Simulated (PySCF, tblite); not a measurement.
A complex of fluoride and 2 × acetonitrile

A gas-phase complex of fluoride and 2 × acetonitrile; charge -1, singlet. The structure comes from a short search (6 tight-binding starts) and was relaxed by PBE0-D3(BJ)/def2-SVPD; another way of binding may lie lower. No frequency run checks that it is a minimum.

Parts: 1 = fluoride ([F-]), atoms 1, charge -1; 2 = acetonitrile (CC#N), atoms 2–7; 3 = acetonitrile (CC#N), atoms 8–13.

```xyz
13

F    -1.577   -0.091    1.780
C     0.742   -1.288    2.466
C     0.541   -2.451    3.297
N     0.348   -3.383    3.962
H    -0.270   -0.785    2.190
H     1.253   -1.581    1.537
H     1.365   -0.555    2.998
C    -3.133   -2.222    2.740
C    -4.511   -2.008    3.124
N    -5.617   -1.840    3.429
H    -2.626   -1.278    2.368
H    -3.088   -2.972    1.937
H    -2.559   -2.604    3.596
```
(Å; atoms numbered from 1)

| contact | kind (by geometry) | distance (Å) | angle (°) |
| --- | --- | --- | --- |
| H5···F1 | C–H hydrogen bond | 1.536 | 178 |
| H11···F1 | C–H hydrogen bond | 1.689 | 168 |

Interaction energies are complex less parts, with the parts frozen as they stand in it; counterpoise-corrected, in kcal/mol (PySCF).

Q: Give the interaction energy at each level run.

A: 
| level | interaction | superposition error removed |
| --- | --- | --- |
| wB97M-D3(BJ)/def2-SVPD | -43.74 | -1.21 |
| PBE0-D3(BJ)/def2-SVPD | -47.14 | -1.20 |

Q: What holds them together? Decompose the wB97M-D3(BJ)/def2-SVPD energy: frozen parts, their antisymmetrised product, then relaxation.

A: electrostatic -66.3, Pauli repulsion +65.0, orbital relaxation -41.4, dispersion correction -2.2 kcal/mol, which sum to the value before the counterpoise correction; the Pauli term holds the exchange-correlation of the frozen density too. Of the attraction, 60 % is electrostatic, 38 % is orbital relaxation, 2 % is dispersion correction.

Q: Are the pair energies additive?

A: The pairs sum to -50.05 kcal/mol (1–2 -25.3, 1–3 -23.8, 2–3 -0.9); the rest of +6.31 is a many-body weakening.

The parts were also relaxed and run alone, at the levels used for the complex: shieldings by PBE0/aug-pcSseg-1; core levels by delta-SCF with SCAN, aug-pcX-2 on the ionised atom and aug-pcseg-1 elsewhere, spin-free X2C.

Q: What does binding change?

A: 
```tsv
property	alone	in the complex	change
C2–H5 bond (Å)	1.098	1.163	+0.065
shielding of H5 (ppm)	29.47	18.20	-11.27
shielding of F1 (ppm)	479.6	256.5	-223.1
shielding of H11 (ppm)	29.47	21.13	-8.34
shielding of C2 (ppm)	183.7	185.0	+1.2
F1 1s core level (eV)	680.05	682.97	+2.92
C2 1s core level (eV)	292.76	287.50	-5.26
C8 1s core level (eV)	292.76	287.49	-5.27
```

Density functionals tend to overstate the lengthening and the red shift of so strongly bound an X–H bond.
